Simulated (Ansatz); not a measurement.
1T (CdI2-type) TiTe2, treated with LDA (Ansatz, a program for electronic structure, PAW).

Numerical settings: plane-wave cutoff 520 eV, 18×18×10 k mesh (along the axes of the cell as run), Fermi–Dirac smearing 0.05 eV, no spin polarisation, scalar-relativistic PAW data made under PBE.

Properties against volume:

Shape and atoms are relaxed at each volume.

```csv
V (Å³/atom),P (GPa),c (Å),a (Å)
23.607,2.07,6.223,3.625
24.099,0.94,6.275,3.648
24.591,0.00,6.335,3.667
25.083,-0.80,6.399,3.685
25.574,-1.42,6.473,3.699
```

Note: the volume lies 8 % below that of the published cell; the bulk modulus comes from volumes at which shape and atoms were relaxed.
